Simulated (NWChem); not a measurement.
System: C3H4, triplet; SMILES of the neutral closed-shell parent C#CC

NWChem input:

```
start job
memory heap 200 mb stack 900 mb global 1100 mb
geometry units angstroms noautoz
  C      0.080077    -1.145541     0.000000
  C     -0.480835     0.212905     0.000000
  C      0.096995     1.413632     0.000000
  H     -0.236908    -1.709558    -0.892637
  H     -0.236908    -1.709558     0.892637
  H      1.188369    -1.106439     0.000000
  H      1.174719     1.655660     0.000000
end
basis spherical
  C library def2-svp
  H library def2-svp
end
dft
  odft
  mult 3
  xc pw6b95
  iterations 150
  mulliken
end
task dft energy
```

Parts of the log:

```
             Northwest Computational Chemistry Package (NWChem) 7.3.0
             --------------------------------------------------------

 CS  symmetry detected

                             Geometry "geometry" -> ""
                             -------------------------

 Output coordinates in angstroms (scale by  1.889725989 to convert to a.u.)

  No.       Tag          Charge          X              Y              Z
 ---- ---------------- ---------- -------------- -------------- --------------
    1 C                    6.0000     0.10020135    -1.14448027     0.00000000
    2 C                    6.0000    -0.48805672     0.20234943     0.00000000
    3 C                    6.0000     0.06538276     1.41451178     0.00000000
    4 H                    1.0000    -0.20531739    -1.71478980    -0.89263700
    5 H                    1.0000    -0.20531739    -1.71478980     0.89263700
    6 H                    1.0000     1.20747644    -1.08298237     0.00000000
    7 H                    1.0000     1.13799400     1.67827629     0.00000000

 Effective nuclear repulsion energy (a.u.)      57.6329576523

      Symmetry information
      --------------------

 Group name             Cs
 Group number              2
 Group order               2
 No. of unique centers     6

                                 NWChem DFT Module
                                 -----------------

 Summary of "ao basis" -> "ao basis" (spherical)
 ------------------------------------------------------------------------------
       Tag                 Description            Shells   Functions and Types
 ---------------- ------------------------------  ------  ---------------------
 C                          def2-svp                 6       14   3s2p1d
 H                          def2-svp                 3        5   2s1p

      Symmetry analysis of basis
      --------------------------

        a'         43
        a"         19

            General Information
            -------------------
          SCF calculation type: DFT
          Wavefunction type:  spin polarized.
          No. of atoms     :     7
          No. of electrons :    22
           Alpha electrons :    12
            Beta electrons :    10
          Charge           :     0
          Spin multiplicity:     3
          Use of symmetry is: on ; symmetry adaption is: on
          Maximum number of iterations: 150
          AO basis - number of functions:    62
                     number of shells:    30
          Convergence on energy requested:  1.00D-06
          Convergence on density requested:  1.00D-05
          Convergence on gradient requested:  5.00D-04

              XC Information
              --------------
                       PW6B95 Method XC Functional
                     Hartree-Fock (Exact) Exchange  0.280
                    PW6B95 GGA Exchange Functional  0.720
                      PW6B95 Correlation Potential  1.000

             Grid Information
             ----------------
          Grid used for XC integration:  medium
          Radial quadrature: Mura-Knowles
          Angular quadrature: Lebedev.
          Tag              B.-S. Rad. Rad. Pts. Rad. Cut. Ang. Pts.
          ---              ---------- --------- --------- ---------
          C                   0.70       49          10.0       434
          H                   0.35       45          10.0       434
          Grid pruning is: on
          Number of quadrature shells:   282
          Spatial weights used:  Erf1

      Superposition of Atomic Density Guess
      -------------------------------------

 Sum of atomic energies:        -114.87154762

      Non-variational initial energy
      ------------------------------

 Total energy =    -116.307453
 1-e energy   =    -266.639987
 2-e energy   =      92.699577
 HOMO         =      -0.264600
 LUMO         =      -0.108121

   Symmetry analysis of molecular orbitals - initial alpha
   -------------------------------------------------------

  Numbering of irreducible representations:

     1 a'          2 a"

  Orbital symmetries:

     1 a'          2 a'          3 a'          4 a'          5 a'
     6 a'          7 a"          8 a'          9 a'         10 a"
    11 a'         12 a'         13 a"         14 a'         15 a'
    16 a'         17 a"         18 a'         19 a'         20 a'
    21 a'         22 a"

   Symmetry analysis of molecular orbitals - initial beta
   ------------------------------------------------------

  Numbering of irreducible representations:

     1 a'          2 a"

  Orbital symmetries:

     1 a'          2 a'          3 a'          4 a'          5 a'
     6 a'          7 a"          8 a'          9 a'         10 a"
    11 a'         12 a'         13 a"         14 a'         15 a'
    16 a'         17 a"         18 a'         19 a'         20 a'
    21 a'         22 a"

     ---------------------------------------------
      Total Density - Mulliken Population Analysis
     ---------------------------------------------

    Atom       Charge   Shell Charges
 -----------   ------   -------------------------------------------------------
    1 C    6     6.16   1.99  0.96  0.15  2.01  1.04  0.02
    2 C    6     6.12   1.99  1.02  0.41  1.71  0.96  0.04
    3 C    6     6.19   1.99  1.02  0.41  1.71  1.02  0.03
    4 H    1     0.87   0.65  0.20  0.02
    5 H    1     0.87   0.65  0.20  0.02
    6 H    1     0.88   0.63  0.22  0.02
    7 H    1     0.90   0.64  0.23  0.03

     --------------------------------------------
      Spin Density - Mulliken Population Analysis
     --------------------------------------------

    Atom       Charge   Shell Charges
 -----------   ------   -------------------------------------------------------
    1 C    6     0.09   0.00  0.02 -0.03  0.08  0.02  0.01
    2 C    6     0.80   0.00  0.04  0.10  0.41  0.24  0.01
    3 C    6     0.85   0.00  0.06  0.06  0.43  0.29  0.01
    4 H    1     0.02   0.01  0.01  0.00
    5 H    1     0.02   0.01  0.01  0.00
    6 H    1     0.10   0.05  0.05  0.00
    7 H    1     0.12   0.07  0.05  0.00

   convergence    iter        energy       DeltaE   RMS-Dens  Diis-err
 ---------------- ----- ----------------- --------- --------- ---------
 d= 0,ls=0.0,diis     1   -116.5345918528 -1.74D+02  9.31D-03  5.13D-02
                                                     4.03D-03  4.25D-02
 d= 0,ls=0.0,diis     2   -116.5741260863 -3.95D-02  2.33D-03  7.89D-03
                                                     1.44D-03  5.65D-03
 d= 0,ls=0.0,diis     3   -116.5766617748 -2.54D-03  1.14D-03  3.40D-03
                                                     7.28D-04  3.29D-03
 d= 0,ls=0.0,diis     4   -116.5783669941 -1.71D-03  4.83D-04  6.09D-04
                                                     2.78D-04  4.82D-04
 d= 0,ls=0.0,diis     5   -116.5786725347 -3.06D-04  1.31D-04  7.33D-05
                                                     9.71D-05  6.11D-05
  Resetting Diis
 d= 0,ls=0.0,diis     6   -116.5787146667 -4.21D-05  4.29D-05  2.46D-06
                                                     3.24D-05  3.03D-06
 d= 0,ls=0.0,diis     7   -116.5787167470 -2.08D-06  2.78D-05  6.33D-07
                                                     1.25D-05  3.32D-07
 d= 0,ls=0.0,diis     8   -116.5787168498 -1.03D-07  9.29D-06  4.67D-07
                                                     7.81D-06  4.86D-07

         Total DFT energy =     -116.578716849812
      One electron energy =     -269.037435890506
           Coulomb energy =      112.594000735013
    Exchange-Corr. energy =      -17.768239346661
 Nuclear repulsion energy =       57.632957652343

 Numeric. integr. density =       21.999995595114

                  Occupations of the irreducible representations
                  ----------------------------------------------

                     irrep           alpha         beta
                     --------     --------     --------
                     a'               10.0          8.0
                     a"                2.0          2.0

                    DFT Final Alpha Molecular Orbital Analysis
                    ------------------------------------------

 Vector   10  Occ=1.000000D+00  E=-3.292565D-01  Symmetry=a'
              MO Center= -1.8D-01,  6.4D-01, -1.8D-15, r^2= 2.4D+00
   Bfn.  Coefficient  Atom+Function         Bfn.  Coefficient  Atom+Function
  ----- ------------  ---------------      ----- ------------  ---------------
    33      0.414234  3 C  py                18     -0.361254  2 C  px
    36      0.226296  3 C  py                32     -0.200653  3 C  px
    21     -0.199291  2 C  px                53      0.188511  6 H  s
     4      0.146614  1 C  px                31      0.140184  3 C  s
    17      0.127957  2 C  s                 19     -0.127404  2 C  py

 Vector   11  Occ=1.000000D+00  E=-2.914548D-01  Symmetry=a"
              MO Center= -1.6D-01,  6.4D-01,  1.7D-15, r^2= 2.0D+00
   Bfn.  Coefficient  Atom+Function         Bfn.  Coefficient  Atom+Function
  ----- ------------  ---------------      ----- ------------  ---------------
    34      0.433734  3 C  pz                20      0.388952  2 C  pz
    37      0.276502  3 C  pz                23      0.240467  2 C  pz
    43      0.139575  4 H  s                 48     -0.139575  5 H  s
     6     -0.129863  1 C  pz                44      0.093839  4 H  s
    49     -0.093839  5 H  s                  9     -0.053093  1 C  pz

 Vector   12  Occ=1.000000D+00  E=-2.142028D-01  Symmetry=a'
              MO Center= -2.9D-01,  7.5D-01,  1.0D-16, r^2= 2.3D+00
   Bfn.  Coefficient  Atom+Function         Bfn.  Coefficient  Atom+Function
  ----- ------------  ---------------      ----- ------------  ---------------
    18      0.415899  2 C  px                21      0.348117  2 C  px
    17     -0.285774  2 C  s                 32     -0.280776  3 C  px
    31      0.267114  3 C  s                 36      0.246981  3 C  py
    30      0.218387  3 C  s                 33      0.216050  3 C  py
    58     -0.216843  7 H  s                 59     -0.216067  7 H  s

 Vector   13  Occ=0.000000D+00  E= 1.291227D-02  Symmetry=a"
              MO Center= -1.9D-01,  6.2D-01, -9.4D-16, r^2= 2.4D+00
   Bfn.  Coefficient  Atom+Function         Bfn.  Coefficient  Atom+Function
  ----- ------------  ---------------      ----- ------------  ---------------
    23      0.603251  2 C  pz                37     -0.599382  3 C  pz
    20      0.465242  2 C  pz                34     -0.430740  3 C  pz
    44      0.272762  4 H  s                 49     -0.272762  5 H  s
    43      0.131199  4 H  s                 48     -0.131199  5 H  s
     9      0.072429  1 C  pz                11      0.033890  1 C  d -1

 Vector   14  Occ=0.000000D+00  E= 8.152823D-02  Symmetry=a'
              MO Center=  3.4D-01, -1.5D+00,  3.2D-14, r^2= 4.7D+00
   Bfn.  Coefficient  Atom+Function         Bfn.  Coefficient  Atom+Function
  ----- ------------  ---------------      ----- ------------  ---------------
     3      2.974828  1 C  s                 44     -1.256875  4 H  s
    49     -1.256875  5 H  s                 54     -1.181252  6 H  s
    17     -0.357078  2 C  s                 22      0.346524  2 C  py
    59     -0.311465  7 H  s                  8     -0.306515  1 C  py
    35      0.257427  3 C  px                21     -0.182743  2 C  px

 Vector   15  Occ=0.000000D+00  E= 1.156980D-01  Symmetry=a'
              MO Center=  1.1D+00,  7.2D-01, -9.9D-15, r^2= 5.2D+00
   Bfn.  Coefficient  Atom+Function         Bfn.  Coefficient  Atom+Function
  ----- ------------  ---------------      ----- ------------  ---------------
    59      1.816121  7 H  s                 31     -1.237114  3 C  s
    35     -0.836345  3 C  px                54      0.767334  6 H  s
     7     -0.652323  1 C  px                44     -0.622783  4 H  s
    49     -0.622783  5 H  s                  3      0.517181  1 C  s
    17     -0.389311  2 C  s                 32     -0.290697  3 C  px

                     DFT Final Beta Molecular Orbital Analysis
                     -----------------------------------------

 Vector    8  Occ=1.000000D+00  E=-4.440906D-01  Symmetry=a'
              MO Center=  2.2D-01,  2.2D-02, -1.4D-14, r^2= 2.4D+00
   Bfn.  Coefficient  Atom+Function         Bfn.  Coefficient  Atom+Function
  ----- ------------  ---------------      ----- ------------  ---------------
    19      0.349631  2 C  py                 4      0.283325  1 C  px
    32     -0.254126  3 C  px                53      0.224365  6 H  s
    58     -0.223995  7 H  s                  5     -0.205585  1 C  py
    33     -0.178390  3 C  py                 7      0.124234  1 C  px
    22      0.096434  2 C  py                 8     -0.091349  1 C  py

 Vector    9  Occ=1.000000D+00  E=-4.334677D-01  Symmetry=a'
              MO Center=  1.7D-01, -1.0D+00, -1.1D-14, r^2= 1.7D+00
   Bfn.  Coefficient  Atom+Function         Bfn.  Coefficient  Atom+Function
  ----- ------------  ---------------      ----- ------------  ---------------
     5      0.306349  1 C  py                 4      0.304036  1 C  px
    53      0.274961  6 H  s                 43     -0.206604  4 H  s
    48     -0.206604  5 H  s                 19     -0.152247  2 C  py
     8      0.137365  1 C  py                 7      0.118902  1 C  px
    18      0.110836  2 C  px                54      0.106758  6 H  s

 Vector   10  Occ=1.000000D+00  E=-2.679940D-01  Symmetry=a"
              MO Center= -1.7D-01,  6.6D-01,  8.0D-16, r^2= 1.9D+00
   Bfn.  Coefficient  Atom+Function         Bfn.  Coefficient  Atom+Function
  ----- ------------  ---------------      ----- ------------  ---------------
    34      0.419639  3 C  pz                20      0.389763  2 C  pz
    37      0.283385  3 C  pz                23      0.252951  2 C  pz
    43      0.133453  4 H  s                 48     -0.133453  5 H  s
     6     -0.113636  1 C  pz                44      0.101013  4 H  s
    49     -0.101013  5 H  s                  9     -0.036622  1 C  pz

 Vector   11  Occ=0.000000D+00  E=-1.346285D-01  Symmetry=a'
              MO Center= -3.4D-01,  8.5D-01, -8.5D-16, r^2= 2.0D+00
   Bfn.  Coefficient  Atom+Function         Bfn.  Coefficient  Atom+Function
  ----- ------------  ---------------      ----- ------------  ---------------
    18      0.369218  2 C  px                33     -0.349613  3 C  py
    36     -0.276486  3 C  py                21      0.271287  2 C  px
    17     -0.217678  2 C  s                 32      0.180980  3 C  px
    35      0.151392  3 C  px                31     -0.142609  3 C  s
    53     -0.140154  6 H  s                 54     -0.124037  6 H  s

 Vector   12  Occ=0.000000D+00  E=-2.314924D-02  Symmetry=a'
              MO Center= -1.8D-01,  7.9D-01,  1.6D-17, r^2= 3.0D+00
   Bfn.  Coefficient  Atom+Function         Bfn.  Coefficient  Atom+Function
  ----- ------------  ---------------      ----- ------------  ---------------
     3      0.691946  1 C  s                 31      0.525371  3 C  s
    17     -0.495253  2 C  s                 59     -0.457857  7 H  s
    54     -0.436375  6 H  s                 36      0.319709  3 C  py
    18      0.309239  2 C  px                21      0.304086  2 C  px
    30      0.206533  3 C  s                 32     -0.197439  3 C  px

[...]
```

Level: PW6B95/def2-SVP, spin-unrestricted. In the optimisation the excess spin sits in a' (Cs, its own frame). Structure relaxed at the PBE0/def2-SVP, spin-unrestricted level. This spin state was assumed; another may lie lower. No stability test was run on the SCF state.
